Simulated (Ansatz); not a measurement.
Species: tetrachlorosilane, SiCl₄ (charge 0, singlet). 
Structure (B3LYP-D3(BJ)/def2-TZVP (Ansatz, a program for electronic structure) minimum search):
```xyz
5

Si     0.0000     0.0000     0.0000
Cl     1.1509     1.1792     1.1899
Cl    -1.1704    -1.1928     1.1569
Cl     1.1958    -1.1539    -1.1703
Cl    -1.1763     1.1675    -1.1765
```

Parts of the frozen-core correlation energy in STO-3G (Ansatz, hartree). Frozen orbitals: 25; correlated occupied orbitals by spin: 16 and 16; virtual: 4 and 4. Spin-orbit coupling is left out. No relativistic terms.

```json
[
 {"term": "reference (HF)", "value": "-2104.12402"},
 {"term": "MP2 opposite-spin", "value": "-0.04291"},
 {"term": "MP2 same-spin", "value": "-0.00862"},
 {"term": "CCSD correlation", "value": "-0.06335"},
 {"term": "(T)", "value": "-0.00190"},
 {"term": "FCI minus CCSD(T)", "value": "-0.00039"},
 {"term": "T1 diagnostic", "value": "0.006"},
 {"term": "largest doubles amplitude", "value": "0.036"}
]
```
